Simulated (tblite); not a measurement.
Species: C₄H₄FN.
SMILES: `C1C(C1)(C#N)F`

Calculated harmonic vibrations of the isolated species, GFN2-xTB (tblite), most abundant isotopes, no scaling. Against measured fundamentals such values can be off by several per cent, at times by over 20.

Harmonic wavenumbers (cm⁻¹): 164.4, 188.4, 343.2, 360.7, 551.7, 557.9, 682.8, 790.3, 898.5, 917.4, 948.4, 1037.8, 1065.9, 1079.0, 1139.5, 1232.0, 1340.9, 1406.5, 1456.5, 2398.3, 3097.0, 3099.3, 3109.1, 3124.9.

A = 6090, B = 3202, C = 2514 MHz; mass 85.033 u (most abundant isotopes); point group Cs, symmetry number 1.

**Question.** Zero-point energy?

**Answer.** Half the sum of the wavenumbers: 15495 cm⁻¹ = 44.30 kcal/mol.

**Question.** Entropy at 298.15 K, 1 bar (ideal gas, RRHO, classical rotation)?

**Answer.** Translation 39.26, rotation 26.29, vibration 9.42: S = 75.0 cal/(mol K).

**Question.** And Cp and H(298.15 K) − H(0)?

**Answer.** Cp = 21.74 cal/(mol K), of which vibrations give 13.79 (their classical limit is 24 R = 47.7); H(298.15 K) − H(0) = 4.12 kcal/mol without the zero-point energy, 1.75 from vibrations.

**Question.** How do the functions run with temperature in this model?

**Answer.** 
```json
{"T (K)": "150", "S (cal/(mol K))": "63.2", "Cp (cal/(mol K))": "13.6", "H − H(0) (kcal/mol)": "1.51", "G − H(0) (kcal/mol)": "-7.97", "ln q(vib)": "0.49"}
{"T (K)": "250", "S (cal/(mol K))": "71.4", "Cp (cal/(mol K))": "19.0", "H − H(0) (kcal/mol)": "3.14", "G − H(0) (kcal/mol)": "-14.71", "ln q(vib)": "1.33"}
{"T (K)": "400", "S (cal/(mol K))": "82.1", "Cp (cal/(mol K))": "27.1", "H − H(0) (kcal/mol)": "6.61", "G − H(0) (kcal/mol)": "-26.24", "ln q(vib)": "2.85"}
{"T (K)": "600", "S (cal/(mol K))": "94.7", "Cp (cal/(mol K))": "34.8", "H − H(0) (kcal/mol)": "12.86", "G − H(0) (kcal/mol)": "-43.95", "ln q(vib)": "5.08"}
{"T (K)": "900", "S (cal/(mol K))": "110.2", "Cp (cal/(mol K))": "41.7", "H − H(0) (kcal/mol)": "24.44", "G − H(0) (kcal/mol)": "-74.78", "ln q(vib)": "8.41"}
```

q(vib) and H(0) count from the zero-point level.

**Question.** What must be added to the electronic energy to get the Gibbs energy at 298.15 K and 1 bar?

**Answer.** ZPE + [H(298.15 K) − H(0)] − T·S = 44.30 + 4.12 − 22.35 = 26.07 kcal/mol.

**Question.** Which modes carry the vibrational entropy at 298.15 K?

**Answer.** 164.4 cm⁻¹: 2.50; 188.4 cm⁻¹: 2.24; 343.2 cm⁻¹: 1.20; 360.7 cm⁻¹: 1.12; 551.7 cm⁻¹: 0.54; 557.9 cm⁻¹: 0.53 cal/(mol K); the other 18 give 1.29 together.

Hindered rotation and anharmonicity are outside this model.
